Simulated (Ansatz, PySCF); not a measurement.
Species: silane, SiH$_{4}$, charge 0, multiplicity 1. 
Coordinates optimised at B3LYP-D3(BJ)/def2-TZVP (Ansatz, a program for electronic structure):
```xyz
5

Si     0.0000     0.0000     0.0000
H      0.8756     0.8547     0.8331
H     -0.8222    -0.8655     0.8753
H     -0.8862     0.8545    -0.8220
H      0.8328    -0.8437    -0.8864
```
Charge 0, spin multiplicity 1.


Wanted: enthalpy of formation at 298 K (from the atomisation energy, B3LYP-D3(BJ)/def2-TZVP harmonic zero-point and thermal terms from PySCF, and the atoms' enthalpies of formation in the G2/97 table, which holds older values for B and Si; no spin-orbit terms, and no core term in the frozen-core levels), in kcal/mol. Correlated levels leave the core frozen unless marked. Open shells are spin-unrestricted. No spin-orbit coupling. Non-relativistic. The coupled-cluster limit lacks core correlation, which all-electron functionals hold. Basis-set limits of correlation are two-point, X^-3; Hartree-Fock from the larger set. [CCSD(T)-MP2]/basis is that difference in the basis named.

Measured: 8.2 kcal/mol (G2/97 table in ASE (Curtiss et al.)); it holds spin-orbit and relativistic effects, which these rows lack, and core correlation, which the frozen-core levels lack. This is an older compilation, not checked against later work.

```json
[
 {"level": "HF/6-31G", "program": "Ansatz", "enthalpy of formation at 298 K (kcal/mol)": "109.3", "error against measurement": "101.1"},
 {"level": "HF/6-31G*", "program": "Ansatz", "enthalpy of formation at 298 K (kcal/mol)": "79.2", "error against measurement": "71.0"},
 {"level": "HF/def2-TZVPP", "program": "Ansatz", "enthalpy of formation at 298 K (kcal/mol)": "74.1", "error against measurement": "65.9"},
 {"level": "HF-D3(BJ)/def2-TZVPD", "program": "PySCF + dftd3", "enthalpy of formation at 298 K (kcal/mol)": "62.6", "error against measurement": "54.4"},
 {"level": "RI-HF/aug-cc-pV(Q+d)Z", "program": "Ansatz", "enthalpy of formation at 298 K (kcal/mol)": "73.5", "error against measurement": "65.3"},
 {"level": "PBE/def2-TZVPD", "program": "Ansatz", "enthalpy of formation at 298 K (kcal/mol)": "16.9", "error against measurement": "8.7"},
 {"level": "BP86-D3(BJ)/def2-TZVPD", "program": "PySCF + dftd3", "enthalpy of formation at 298 K (kcal/mol)": "2.5", "error against measurement": "-5.7"},
 {"level": "M06-L/def2-TZVPD", "program": "PySCF", "enthalpy of formation at 298 K (kcal/mol)": "1.8", "error against measurement": "-6.4"},
 {"level": "r2SCAN-D4/def2-TZVPD", "program": "Ansatz + dftd4", "enthalpy of formation at 298 K (kcal/mol)": "8.7", "error against measurement": "0.5"},
 {"level": "PBE0/def2-TZVP", "program": "Ansatz", "enthalpy of formation at 298 K (kcal/mol)": "15.1", "error against measurement": "6.9"},
 {"level": "HSE06-D3(BJ)/def2-TZVPD", "program": "Ansatz + dftd3", "enthalpy of formation at 298 K (kcal/mol)": "14.3", "error against measurement": "6.1"},
 {"level": "CAM-B3LYP-D4/def2-TZVPD", "program": "Ansatz + dftd4", "enthalpy of formation at 298 K (kcal/mol)": "4.3", "error against measurement": "-3.9"},
 {"level": "MP2/cc-pV(D+d)Z", "program": "Ansatz", "enthalpy of formation at 298 K (kcal/mol)": "33.4", "error against measurement": "25.2"},
 {"level": "MP2/cc-pV(Q+d)Z", "program": "Ansatz", "enthalpy of formation at 298 K (kcal/mol)": "15.2", "error against measurement": "7.0"},
 {"level": "RI-MP2/def2-TZVPP", "program": "Ansatz", "enthalpy of formation at 298 K (kcal/mol)": "19.3", "error against measurement": "11.1"},
 {"level": "CCSD/aug-cc-pV(T+d)Z", "program": "Ansatz", "enthalpy of formation at 298 K (kcal/mol)": "11.7", "error against measurement": "3.5"},
 {"level": "CCSD/def2-TZVPP", "program": "Ansatz", "enthalpy of formation at 298 K (kcal/mol)": "12.0", "error against measurement": "3.8"},
 {"level": "CCSD/def2-TZVPPD", "program": "Ansatz", "enthalpy of formation at 298 K (kcal/mol)": "11.8", "error against measurement": "3.6"},
 {"level": "CCSD(T)/cc-pVTZ", "program": "Ansatz", "enthalpy of formation at 298 K (kcal/mol)": "13.5", "error against measurement": "5.3"},
 {"level": "RI-MP2/CBS(cc-pV(T+d)Z,cc-pV(Q+d)Z)+[CCSD(T)-MP2]/cc-pV(Q+d)Z", "program": "Ansatz", "enthalpy of formation at 298 K (kcal/mol)": "4.7", "error against measurement": "-3.5"},
 {"level": "CCSD(T)/CBS(def2-TZVPPD,def2-QZVPPD)", "program": "Ansatz", "enthalpy of formation at 298 K (kcal/mol)": "5.3", "error against measurement": "-2.9"}
]
```
